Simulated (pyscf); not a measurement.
methane (CH₄) + F–Ag -> H₃C–Ag + hydrogen fluoride (HF) (four-centre exchange; singlet surface; C–H, Ag–F broken, Ag–C, F–H formed). PySCF, gas phase, ωB97X-D3(BJ)/def2-SVP geometries. Correlated levels are frozen-core, on RHF or UHF. ΔMP2 is the change of the MP2 total energy from the triple- to the quadruple-zeta basis. Energies in eV from the separated reactants.

```
level                                barrier  reaction energy
--------------------------------  ----------  ---------------
ωB97X-D3(BJ)/def2-TZVP                  0.93            +0.46
PBE/def2-TZVP                           0.83            +0.17
M06-2X/def2-TZVP                        0.84            +0.46
HF/def2-TZVP                      (withheld)            +0.93
MP2/def2-QZVPP                          0.90            +0.03
CCSD/def2-TZVPP                         1.02            +0.26
CCSD(T)/def2-TZVPP + ΔMP2(QZVPP)  (withheld)       (withheld)
```

Some entries are withheld; supply them.


- HF/def2-TZVP, barrier: 1.57
- CCSD(T)/def2-TZVPP + ΔMP2(QZVPP), barrier: 0.97
- CCSD(T)/def2-TZVPP + ΔMP2(QZVPP), reaction energy: +0.21

On the product side the descent ends in a complex, 0.24 eV under the separated species and 0.70 eV under the saddle at ωB97X-D3(BJ)/def2-TZVP. The reactants may also form a dative adduct at F–Ag; it and routes through it were not searched. The products may also form a dative adduct at H₃C–Ag; it and routes through it were not searched. This is the saddle that the search found; another between the same sides may lie lower. The CCSD(T) − MP2 part came from Ansatz, without density fitting, on the same reference. The frozen core leaves the outer d or s,p core shells of the metals and heavy elements correlated in the MP2 and CC values, and def2-TZVPP describes them poorly, which can shift differences by a few kcal/mol. Elements past Kr carry the def2 core potentials, without spin-orbit coupling.
